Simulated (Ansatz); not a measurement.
Geometry optimisation, Ansatz 0.2.0, RKS PBE0-D4/def2-SVP.

input.yaml

```yaml
crystal:
  periodic: [false, false, false]
  atoms:
    - { symbol: "N", position_ang: [-0.7452, 1.144, -0.1029] }
    - { symbol: C, position_ang: [0.3054, 0.4455, -0.7037] }
    - { symbol: S, position_ang: [-0.0137, -1.3378, -0.6034] }
    - { symbol: S, position_ang: [0.0648, -1.6591, 1.4378] }
    - { symbol: H, position_ang: [-1.6456, 0.8931, -0.6089] }
    - { symbol: H, position_ang: [-0.9072, 0.8686, 0.8408] }
    - { symbol: H, position_ang: [-0.07204, 1.93454, -0.16207] }
    - { symbol: H, position_ang: [0.4441, 0.7342, -1.7656] }
    - { symbol: H, position_ang: [1.3063, -1.8417, 1.6962] }
basis:
  gaussian: { orbitals: def2-SVP }
hamiltonian:
  xc: pbe0
  dispersion: d4
relax:
  f_tol: 0.02
  max_steps: 50
```

Run as:

```bash
$ ansatz run input.yaml --threads 2 --pin off --max-ram 3072MiB --backend cpu --events-out ev --progress --plain --runs-dir out
```

Q: Where does it end, and by what steps?

A: The forces met the threshold. After 24 steps the energy has fallen by 1.754 eV; H8 moved furthest, 0.95 Å.

```tsv
step	energy less start (eV)	largest force component (eV/Å)	accepted
0	0.0000	3.381	yes
1	-0.7049	2.313	yes
2	-1.0673	1.003	yes
3	-1.1407	1.059	yes
4	-1.1873	0.600	yes
5	-1.2060	0.710	yes
6	-1.2372	0.330	yes
7	-1.2725	0.409	yes
8	-1.3026	0.638	yes
9	-1.4270	0.615	yes
10	-1.4938	0.934	yes
11	-1.4758	0.777	no
12	-1.5737	0.528	yes
13	-1.5952	0.965	yes
14	-1.6347	0.255	yes
15	-1.6743	0.637	yes
16	-1.7044	0.825	yes
17	-1.7266	0.457	yes
18	-1.7377	0.321	yes
19	-1.7198	0.593	no
20	-1.7526	0.061	yes
21	-1.7534	0.039	yes
22	-1.7537	0.039	yes
23	-1.7538	0.022	yes
24	-1.7538	0.006	yes
```

```xyz
9
Properties=species:S:1:pos:R:3
N -0.709 1.112 -0.175
C 0.036 0.200 -1.086
S -0.375 -1.376 -0.754
S 0.029 -1.558 1.534
H -1.718 1.018 -0.335
H -0.540 0.784 0.811
H -0.449 2.098 -0.266
H 1.090 0.509 -1.106
H 1.374 -1.605 1.404
```

Run time: 53 s on 2 threads of Arm Neoverse V1 (shared host), peak memory 0.18 GiB.
